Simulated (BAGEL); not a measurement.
**doublet BH2SF+ at 4 levels**

Aim: a comparison of 4 runs (UHF/STO-3G, ROHF/6-31G*, UHF/6-31G*, ROHF/def2-SVPD) of doublet BH2SF+. 

The calculation is run with BAGEL 1.2.2.

### 1 Starting point

BH2SF+: 5 atoms, total charge +1, spin state doublet. As SMILES of the parent species, `FBS`. The shape is that of a PBE0-D4/def2-TZVP optimisation. This is one conformer, not always the lowest. That shape belongs to the parent species and isn't relaxed for this state.

Bond lengths: F1–B2 1.322 Å, B2–S3 1.794 Å, B2–H4 1.194 Å, S3–H5 1.342 Å. Angles: F1–B2–S3 117.9°, F1–B2–H4 119.5°, S3–B2–H4 122.6°, B2–S3–H5 94.9°.

### 2 The energy at UHF/STO-3G (density fitting with qzvpp-jkfit) (run 1)

input.json

```json
{ "bagel" : [

{
  "title" : "molecule",
  "basis" : "sto-3g",
  "df_basis" : "qzvpp-jkfit",
  "angstrom" : true,
  "geometry" : [
    { "atom" : "F", "xyz" : [      -1.119100,      -0.905900,      -1.069200 ] },
    { "atom" : "B", "xyz" : [      -0.412800,      -0.339100,      -0.106100 ] },
    { "atom" : "S", "xyz" : [       0.972400,       0.698600,      -0.579400 ] },
    { "atom" : "H", "xyz" : [      -0.712000,      -0.530900,       1.033700 ] },
    { "atom" : "H", "xyz" : [       1.321400,       1.003700,       0.679600 ] }
  ]
},

{ "title" : "uhf", "charge" : 1, "nopen" : 1 },

{ "title" : "print", "file" : "orbitals.molden", "orbitals" : true }

]}
```

Command:

```
BAGEL_NUM_THREADS=1 BAGEL input.json > input.out
```

The program printed:

```text
* using 1 threads per process

  ===============================================================
  ===============================================================

  *** Geometry ***

  { "atom" : "F", "xyz" : [     -2.114793,     -1.711903,     -2.020495 ] },
  { "atom" : "B", "xyz" : [     -0.780079,     -0.640806,     -0.200500 ] },
  { "atom" : "S", "xyz" : [      1.837570,      1.320163,     -1.094907 ] },
  { "atom" : "H", "xyz" : [     -1.345485,     -1.003256,      1.953410 ] },
  { "atom" : "H", "xyz" : [      2.497084,      1.896718,      1.284258 ] },

  Number of auxiliary basis functions:      316

  Since a DF basis is specified, we compute 2- and 3-index integrals:
    o Being stored without compression. Storage requirement is 0.001 GB

  Number of basis functions:       21
  Number of electrons      :       32

    * METHOD: MOLECULE                             0.10

  *** Open-shell HF ***

  === Nuclear Repulsion ===
    86.6356269125

      * DIIS with orbital gradients will be used.

  === UHF iteration (sto-3g) ===
      0       -516.47521963          0.04709253           0.01
      1       -516.55446796          0.01850922           0.01
      2       -516.56384330          0.00672100           0.01
      3       -516.56525117          0.00077284           0.01
      4       -516.56540359          0.00009856           0.01
      5       -516.56543792          0.00005404           0.01
      6       -516.56545213          0.00004503           0.01
      7       -516.56546479          0.00002304           0.01
      8       -516.56546556          0.00000630           0.01
      9       -516.56546589          0.00000171           0.01
     10       -516.56546597          0.00000045           0.01
     11       -516.56546600          0.00000024           0.01
     12       -516.56546601          0.00000013           0.01
     13       -516.56546602          0.00000001           0.01
     14       -516.56546602          0.00000001           0.01
    * SCF iteration converged.

    * S^2 (UHF) is 0.7584

    * Permanent dipole moment:
           (   -0.933431,    -0.736069,    -0.847578) a.u.

    * METHOD: UHF                                  0.26

    * METHOD: PRINT                                0.00

  ===============================================================
```

Run time: 0.52 s. Hardware: 1 thread of Arm Neoverse N1, shared host.

### 3 A single-point energy at ROHF/6-31G(d) (density fitting with qzvpp-jkfit, spherical functions) (run 2)

input.json

```json
{ "bagel" : [

{
  "title" : "molecule",
  "basis" : "6-31gs.json",
  "df_basis" : "qzvpp-jkfit",
  "angstrom" : "true",
  "geometry" : [
    { "atom" : "F", "xyz" : [   -1.119100,   -0.905900,   -1.069200 ] },
    { "atom" : "B", "xyz" : [   -0.412800,   -0.339100,   -0.106100 ] },
    { "atom" : "S", "xyz" : [    0.972400,    0.698600,   -0.579400 ] },
    { "atom" : "H", "xyz" : [   -0.712000,   -0.530900,    1.033700 ] },
    { "atom" : "H", "xyz" : [    1.321400,    1.003700,    0.679600 ] }
  ]
},
{ "title" : "rohf", "charge" : 1, "nopen" : 1 },
{ "title" : "print", "file" : "orbitals.molden", "orbitals" : "true" }

]}
```

The basis set 6-31G* is read from a file made from the Basis Set Exchange's data (not shown).

Command:

```
BAGEL_NUM_THREADS=1 BAGEL input.json > input.out
```

The program printed:

```text
* using 1 threads per process

  ===============================================================
  ===============================================================

  *** Geometry ***

  { "atom" : "F", "xyz" : [     -2.114793,     -1.711903,     -2.020495 ] },
  { "atom" : "B", "xyz" : [     -0.780079,     -0.640806,     -0.200500 ] },
  { "atom" : "S", "xyz" : [      1.837570,      1.320163,     -1.094907 ] },
  { "atom" : "H", "xyz" : [     -1.345485,     -1.003256,      1.953410 ] },
  { "atom" : "H", "xyz" : [      2.497084,      1.896718,      1.284258 ] },

  Number of auxiliary basis functions:      316

  Since a DF basis is specified, we compute 2- and 3-index integrals:
    o Being stored without compression. Storage requirement is 0.006 GB

  Number of basis functions:       50
  Number of electrons      :       32

    * METHOD: MOLECULE                             0.13

  *** Open-shell HF ***

  === Nuclear Repulsion ===
    86.6356269125

      * DIIS with orbital gradients will be used.

  === ROHF iteration (6-31gs.json) ===
      0       -522.34944765          0.05381611           0.04
      1       -522.45996433          0.03472812           0.04
      2       -522.48941554          0.02223928           0.04
      3       -522.50923522          0.00132367           0.04
      4       -522.50944975          0.00025117           0.04
      5       -522.50946395          0.00007743           0.04
      6       -522.50946553          0.00001538           0.04
      7       -522.50946569          0.00000385           0.04
      8       -522.50946568          0.00000111           0.04
      9       -522.50946568          0.00000046           0.04
     10       -522.50946568          0.00000035           0.04
     11       -522.50946568          0.00000028           0.04
     12       -522.50946568          0.00000019           0.04
     13       -522.50946568          0.00000007           0.04
     14       -522.50946568          0.00000003           0.04
     15       -522.50946568          0.00000002           0.04
     16       -522.50946568          0.00000001           0.04
    * SCF iteration converged.

    * S^2 (ROHF) is 0.7500

    * Permanent dipole moment:
           (   -1.161605,    -0.914528,    -1.010909) a.u.

    * METHOD: ROHF                                 0.82

    * METHOD: PRINT                                0.01

  ===============================================================
```

Run time: 1.1 s. Hardware: 1 thread of Arm Neoverse N1, shared host.

Run 3 isn't shown in full; the table further down has it.

### 4 A single-point energy at ROHF/def2-SVPD (density fitting with qzvpp-jkfit) (run 4)

input.json

```json
{ "bagel": [

{
  "title": "molecule",
  "basis": "def2-svpd.json",
  "df_basis": "qzvpp-jkfit",
  "angstrom": true,
  "geometry": [
    { "atom": "F", "xyz": [   -1.119100,   -0.905900,   -1.069200 ] },
    { "atom": "B", "xyz": [   -0.412800,   -0.339100,   -0.106100 ] },
    { "atom": "S", "xyz": [    0.972400,    0.698600,   -0.579400 ] },
    { "atom": "H", "xyz": [   -0.712000,   -0.530900,    1.033700 ] },
    { "atom": "H", "xyz": [    1.321400,    1.003700,    0.679600 ] }
  ]
},
{
  "title": "rohf",
  "charge": 1,
  "nopen": 1
},
{
  "title": "print",
  "file": "orbitals.molden",
  "orbitals": true
}

]}
```

The basis set def2-SVPD is read from a file made from the Basis Set Exchange's data (not shown).

Command:

```
BAGEL_NUM_THREADS=1 BAGEL input.json > input.out
```

The program printed:

```text
* using 1 threads per process

  ===============================================================
  ===============================================================

  *** Geometry ***

  { "atom" : "F", "xyz" : [     -2.114793,     -1.711903,     -2.020495 ] },
  { "atom" : "B", "xyz" : [     -0.780079,     -0.640806,     -0.200500 ] },
  { "atom" : "S", "xyz" : [      1.837570,      1.320163,     -1.094907 ] },
  { "atom" : "H", "xyz" : [     -1.345485,     -1.003256,      1.953410 ] },
  { "atom" : "H", "xyz" : [      2.497084,      1.896718,      1.284258 ] },

  Number of auxiliary basis functions:      316

  Since a DF basis is specified, we compute 2- and 3-index integrals:
    o Being stored without compression. Storage requirement is 0.019 GB

  Number of basis functions:       86
  Number of electrons      :       32

    * METHOD: MOLECULE                             0.15

  *** Open-shell HF ***

  === Nuclear Repulsion ===
    86.6356269125

      * DIIS with orbital gradients will be used.

  === ROHF iteration (def2-svpd.json) ===
      0       -522.08516528          0.04648320           0.08
      1       -522.22040601          0.03504030           0.08
      2       -522.27661038          0.02143964           0.08
      3       -522.31880702          0.00154148           0.08
      4       -522.31919698          0.00029792           0.08
      5       -522.31922340          0.00009849           0.08
      6       -522.31922673          0.00002453           0.08
      7       -522.31922708          0.00000587           0.08
      8       -522.31922709          0.00000200           0.08
      9       -522.31922708          0.00000116           0.08
     10       -522.31922708          0.00000089           0.08
     11       -522.31922708          0.00000056           0.08
     12       -522.31922708          0.00000028           0.08
     13       -522.31922708          0.00000012           0.08
     14       -522.31922708          0.00000007           0.08
     15       -522.31922708          0.00000003           0.08
     16       -522.31922708          0.00000001           0.08
     17       -522.31922708          0.00000000           0.08
    * SCF iteration converged.

    * S^2 (ROHF) is 0.7500

    * Permanent dipole moment:
           (   -1.216499,    -0.956191,    -1.010199) a.u.

    * METHOD: ROHF                                 1.65

    * METHOD: PRINT                                0.02

  ===============================================================
```

Wall time 2 s (1 thread of Arm Neoverse N1, shared host).

### 5 The series

```csv
run,level,energy (Eh),⟨S²⟩,wall time
1,UHF/STO-3G (density fitting with qzvpp-jkfit),-516.565466,0.758,0.52 s
2,"ROHF/6-31G* (density fitting with qzvpp-jkfit, spherical functions)",-522.509466,0.750,1.1 s
3,"UHF/6-31G* (density fitting with qzvpp-jkfit, spherical functions)",-522.513946,0.760,1.2 s
4,ROHF/def2-SVPD (density fitting with qzvpp-jkfit),-522.319227,0.750,2 s
```

### 6 Outcome

```
           quantity          value
run 4: total energy  -522.31923 Eh
        run 4: ⟨S²⟩          0.750
```

**Reading.** In run 1 the basis is minimal, so the values are rough. All runs together took 4.8 s, the longest 2 s.
